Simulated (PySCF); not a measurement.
Gas-phase reaction: CH2Cl2 + 2 HCl = CCl4 + 4 H

Method: PySCF energies (xtb for GFN2) plus ideal-gas RRHO corrections (1 bar). The comparison is the NASA 1993 polynomial table, which mixes measured and estimated data. † marks an energy on the PBE0/def2-TZVP geometry and frequencies; other levels use their own. MP2 freezes the core. 6-31G* has spherical d functions here. Open shells (unrestricted): H (multiplicity 2); the rest are closed-shell singlets. GFN2 has no spin-polarisation term. B3LYP is the form with VWN-RPA correlation. MP2 isn't extrapolated to the basis-set limit; its ΔH°(298 K) is 962.0 kJ in def2-SVP and 999.8 kJ in def2-TZVPP. The harmonic model lacks anharmonicity and excited electronic states, which grow with temperature; levels with a mode under 35 cm⁻¹ are left out.

```
level              ΔH°(298 K), kJ  minus table  ΔG°(600 K), kJ
-----------------  --------------  -----------  --------------
table                      1056.2            -           974.7
B3LYP/def2-TZVP†           1076.0         19.8           994.5
BLYP/def2-TZVP†            1055.3         -0.9           973.8
GFN2-xTB                   1129.3         73.1          1043.8
HF/6-31G*                   883.4       -172.8           803.7
HF/def2-TZVP†               907.2       -149.0           825.7
MP2/def2-SVP†               962.0        -94.2           880.4
PBE/def2-SVP                981.7        -74.5           899.4
PBE0/def2-QZVP†            1030.9        -25.3           949.4
PBE0/def2-TZVP             1020.5        -35.7           938.9
r2SCAN/def2-TZVP†          1028.6        -27.6           947.0
```
